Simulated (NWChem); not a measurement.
A series in which one site is exchanged, each optimised at PBE0/def2-SVP with NWChem, gas phase unless a solvent is named. This build's default masses of Se (78.918 u) and Br (79.917 u) are each other's, which moves their modes by up to 0.6 %. For some, no frequency run checked for a minimum. def2 effective core potentials on Sn; no spin-orbit coupling.

A: Cl[Se](Cl)(Cl)Cl (SeCl₄; site = Se)
B: Cl[Si](Cl)(Cl)Cl (SiCl$_{4}$; site = Si)
C: [Cl][Sn]([Cl])([Cl])[Cl] (SnCl$_{4}$; site = Sn)
D: [Cl][Ge]([Cl])([Cl])[Cl] (GeCl4; site = Ge)

| quantity | A | B | C | D |
|---|---|---|---|---|
| dipole (D), PBE0/def2-SVP | … | 0.00 | 0.00 | 0.00 |
| orbital gap (eV), PBE0/def2-SVP | … | 9.00 | 6.20 | 7.35 |
| vertical ionisation energy, ΔSCF, PBE0/def2-SVP (eV) | … | 11.53 | 11.57 | 11.57 |
| static polarisability, PBE0/def2-SVPD (bohr³) | … | 76.6 | 94.0 | 83.2 |

Question: Some entries are withheld; supply them.

Answer: 
- dipole (D), PBE0/def2-SVP, A: 0.03
- orbital gap (eV), PBE0/def2-SVP, A: 4.30
- vertical ionisation energy, ΔSCF, PBE0/def2-SVP (eV), A: 10.26
- static polarisability, PBE0/def2-SVPD (bohr³), A: 100.9
